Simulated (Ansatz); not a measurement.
Geometry optimisation, RKS B3LYP-D4/6-31G in Ansatz.

Input file:

```yaml
crystal:
  periodic: [false, false, false]
  atoms:
    - { symbol: C, position_ang: [-0.2054, -0.9371, 1.2034] }
    - { symbol: C, position_ang: [0.2313, -0.2178, -0.0561] }
    - { symbol: C, position_ang: [1.4888, -0.262, -0.4307] }
    - { symbol: F, position_ang: [2.0465, 0.3436, -1.5392] }
    - { symbol: C, position_ang: [-0.7946, 0.4848, -0.899] }
    - { symbol: O, position_ang: [-1.3485, 1.5735, -0.124] }
    - { symbol: H, position_ang: [0.578, -1.4197, 1.7161] }
    - { symbol: H, position_ang: [-0.9908, -1.6083, 0.9404] }
    - { symbol: H, position_ang: [-0.6699, -0.1431, 1.9308] }
    - { symbol: H, position_ang: [2.3291, -0.7548, 0.1336] }
    - { symbol: H, position_ang: [-1.6148, -0.1944, -1.1318] }
    - { symbol: H, position_ang: [-0.3685, 0.9137, -1.7921] }
    - { symbol: H, position_ang: [-0.6608, 2.1867, 0.0635] }
basis:
  gaussian: { orbitals: "6-31G" }
hamiltonian:
  xc: b3lyp
  dispersion: d4
relax:
  f_tol: 0.015
  max_steps: 40
```

Launched with:

```bash
$ ansatz run input.yaml --threads 1 --pin off --max-ram 2048MiB --backend cpu --events-out ev --progress --plain --runs-dir out
```

**Question.** Where does it end, and by what steps?

**Answer.** The forces met the threshold. Limits of this set-up: no polarisation functions. After 6 steps the energy has fallen by 0.349 eV; H9 moved furthest, 0.12 Å.

```tsv
step	energy less start (eV)	largest force component (eV/Å)	accepted
0	0.0000	3.262	yes
1	-0.3095	1.067	yes
2	-0.3309	0.500	yes
3	-0.2778	0.764	no
4	-0.3479	0.154	yes
5	-0.3490	0.066	yes
6	-0.3493	0.011	yes
```

```xyz
13
Properties=species:S:1:pos:R:3
C -0.224 -0.900 1.205
C 0.259 -0.243 -0.062
C 1.541 -0.304 -0.424
F 2.003 0.310 -1.596
C -0.763 0.512 -0.876
O -1.399 1.573 -0.091
H 0.594 -1.345 1.779
H -0.952 -1.691 0.977
H -0.738 -0.165 1.833
H 2.342 -0.810 0.099
H -1.593 -0.145 -1.151
H -0.315 0.911 -1.791
H -0.734 2.263 0.113
```

Whether the end is a true minimum wasn't checked by a vibrational analysis.

Time of the run: 26 s on 1 thread of Arm Neoverse V2, on a shared host, peak memory 0.16 GiB.
